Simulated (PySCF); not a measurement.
**How methods differ on the ionisation energy of Ar**

Ar [Ar] (1S) → Ar+ [Ne] 3s2 3p5 (2P), as a difference of total energies. Computed with PySCF 2.14 in dyall-av2z, with no relativity, point nucleus. Correlated levels: valence: [Ne] frozen; virtual orbitals above 40 to 60 times the deepest correlated orbital energy dropped. The calculations carry no spin-orbit coupling.

```csv
method,ionisation energy (eV)
UHF,14.677
LDA,16.074
PBE,15.788
PBE0,15.805
r2SCAN,15.874
r2SCANh,15.862
TPSS,15.762
B97-3,15.892
PBEsol,15.799
MP2 (valence),15.665
SCS-MP2 (valence),15.566
```

Question: How much does correlation contribute at MP2 (valence)?

Answer: 15.665 − (14.677) = 0.988 eV, measured against UHF.

A first-order spin-orbit estimate (lowest level to lowest level, LS coupling) adds -0.055 eV.

Errors of the correlated levels include the incompleteness of this basis and the frozen core.

For comparison: 15.760 eV (measured; NIST Atomic Spectra Database, ionization energies).
